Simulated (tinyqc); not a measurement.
Inside a calculation (part 2 of 2). Method: RHF in the sto-6g basis, for H2O, spin multiplicity 1. Computed by tinyqc, a small Python program that keeps every step (integrals from PySCF). Command: `OMP_NUM_THREADS=1 python tinyqc.py 30754 30755 out.jsonl` (the two numbers bound the seeds that draw the settings). One thread of a shared host (Intel(R) Xeon(R) Processor @ 2.60GHz), about 0.1 s of CPU time with the checks.

Geometry (angstrom):
```
atom        x         y        z
O     0.00000   0.00000  0.00000
H     0.00000   0.95800  0.79900
H     0.00000  -0.95800  0.79900
```

## Iteration 9 (converged): orbitals

converged F (hartree):
```
            1O 1s     1O 2s    1O 2px    1O 2py    1O 2pz     2H 1s     3H 1s
1O 1s   -20.54673  -4.96691   0.00000   0.00000  -0.02101  -0.61628  -0.61628
1O 2s    -4.96691  -2.29087   0.00000   0.00000  -0.04008  -0.61692  -0.61692
1O 2px    0.00000   0.00000  -0.39818   0.00000   0.00000   0.00000   0.00000
1O 2py    0.00000   0.00000   0.00000  -0.18792   0.00000  -0.31132   0.31132
1O 2pz   -0.02101  -0.04008   0.00000   0.00000  -0.22442  -0.29152  -0.29152
2H 1s    -0.61628  -0.61692   0.00000  -0.31132  -0.29152  -0.31122  -0.17012
3H 1s    -0.61628  -0.61692   0.00000   0.31132  -0.29152  -0.17012  -0.31122
```

X:
```
           1O 1s     1O 2s   1O 2px    1O 2py    1O 2pz     2H 1s     3H 1s
1O 1s    1.02190  -0.12817  0.00000   0.00000  -0.00491   0.01456   0.01456
1O 2s   -0.12817   1.10202  0.00000   0.00000   0.04673  -0.16783  -0.16783
1O 2px   0.00000   0.00000  1.00000   0.00000   0.00000   0.00000   0.00000
1O 2py   0.00000   0.00000  0.00000   1.04388   0.00000  -0.13093   0.13093
1O 2pz  -0.00491   0.04673  0.00000   0.00000   1.02691  -0.09701  -0.09701
2H 1s    0.01456  -0.16783  0.00000  -0.13093  -0.09701   1.07928  -0.04684
3H 1s    0.01456  -0.16783  0.00000   0.13093  -0.09701  -0.04684   1.07928
```

Diagonalise F' = X^T F X, C = X C', fill 5 alpha and 5 beta electrons from the bottom; D = 2 C_occ C_occ^T. Each column has its largest component positive (the first on a tie).

F' = X^T F X (hartree):
```
           1         2         3         4         5         6         7
1  -20.22520  -2.49198   0.00000   0.00000  -0.04058  -0.06313  -0.06313
2   -2.49198  -1.33550   0.00000   0.00000   0.08498  -0.31140  -0.31140
3    0.00000   0.00000  -0.39818   0.00000   0.00000   0.00000   0.00000
4    0.00000   0.00000   0.00000  -0.03940   0.00000  -0.33016   0.33016
5   -0.04058   0.08498   0.00000   0.00000  -0.12639  -0.27026  -0.27026
6   -0.06313  -0.31140   0.00000  -0.33016  -0.27026  -0.05173  -0.04996
7   -0.06313  -0.31140   0.00000   0.33016  -0.27026  -0.04996  -0.05173
```

orbital energies (hartree): MO1 -20.54950, MO2 -1.18328, MO3 -0.48787, MO4 -0.42711, MO5 -0.39818, MO6 0.37111, MO7 0.44671

coefficients C:
```
             MO1       MO2       MO3       MO4      MO5       MO6       MO7
1O 1s    0.99700  -0.23365   0.00000   0.07510  0.00000  -0.08317   0.00000
1O 2s    0.01318   0.93420   0.00000  -0.40637  0.00000   0.50134   0.00000
1O 2px   0.00000   0.00000   0.00000   0.00000  1.00000   0.00000   0.00000
1O 2py   0.00000   0.00000   0.62458   0.00000  0.00000   0.00000   0.85666
1O 2pz   0.00178   0.05283   0.00000   0.71707  0.00000   0.74739   0.00000
2H 1s   -0.00212   0.11888   0.45718   0.37429  0.00000  -0.64538  -0.66499
3H 1s   -0.00212   0.11888  -0.45718   0.37429  0.00000  -0.64538   0.66499
```

D after iteration 9:
```
           1O 1s     1O 2s   1O 2px    1O 2py    1O 2pz     2H 1s     3H 1s
1O 1s    2.10849  -0.47130  0.00000   0.00000   0.08656  -0.00356  -0.00356
1O 2s   -0.47130   2.07608  0.00000   0.00000  -0.48404  -0.08213  -0.08213
1O 2px   0.00000   0.00000  2.00000   0.00000   0.00000   0.00000   0.00000
1O 2py   0.00000   0.00000  0.00000   0.78019   0.00000   0.57108  -0.57108
1O 2pz   0.08656  -0.48404  0.00000   0.00000   1.03396   0.54933   0.54933
2H 1s   -0.00356  -0.08213  0.00000   0.57108   0.54933   0.72648  -0.10956
3H 1s   -0.00356  -0.08213  0.00000  -0.57108   0.54933  -0.10956   0.72648
```

## Convergence

Stop when the energy changes by less than 1e-10 hartree and every element of the error matrix X^T (F D S - S D F) X is below 3e-06.

Course of the cycle:
```
iteration  E (hartree)     change  largest element of the error matrix
1          -74.0300743          -                             4.25e-01
2          -75.2056258  -1.18e+00                             4.28e-01
3          -75.5307331  -3.25e-01                             1.93e-01
4          -75.5790323  -4.83e-02                             6.35e-02
5          -75.5854830  -6.45e-03                             9.06e-03
6          -75.5858093  -3.26e-04                             2.36e-03
7          -75.5858368  -2.75e-05                             1.07e-04
8          -75.5858368  -1.76e-08                             1.79e-06
9          -75.5858368  -7.46e-12                             6.25e-08
```

PySCF RHF in the same basis = -75.5858368 hartree

Converged in 9 iterations.

## Populations, bond orders and dipole

overlap S:
```
          1O 1s    1O 2s   1O 2px    1O 2py   1O 2pz    2H 1s     3H 1s
1O 1s   1.00000  0.23114  0.00000   0.00000  0.00000  0.02837   0.02837
1O 2s   0.23114  1.00000  0.00000   0.00000  0.00000  0.30892   0.30892
1O 2px  0.00000  0.00000  1.00000   0.00000  0.00000  0.00000   0.00000
1O 2py  0.00000  0.00000  0.00000   1.00000  0.00000  0.21815  -0.21815
1O 2pz  0.00000  0.00000  0.00000   0.00000  1.00000  0.18194   0.18194
2H 1s   0.02837  0.30892  0.00000   0.21815  0.18194  1.00000   0.13703
3H 1s   0.02837  0.30892  0.00000  -0.21815  0.18194  0.13703   1.00000
```

Mulliken: Z minus the diagonal of D S on the atom; Loewdin: the same with S^(1/2) D S^(1/2); Mayer order: 2 sum_s sum (D(s) S)_ij (D(s) S)_ji over the two atoms.

Charges (e):
```
atom  Mulliken   Loewdin
1O    -0.17895  -0.13661
2H     0.08948   0.06830
3H     0.08948   0.06830
```

Mayer bond orders:
```
pair    order
2-1   0.98838
3-1   0.98838
3-2   0.00361
```

dipole moment about the origin, x y z (debye): 0.00000  0.00000  1.38408
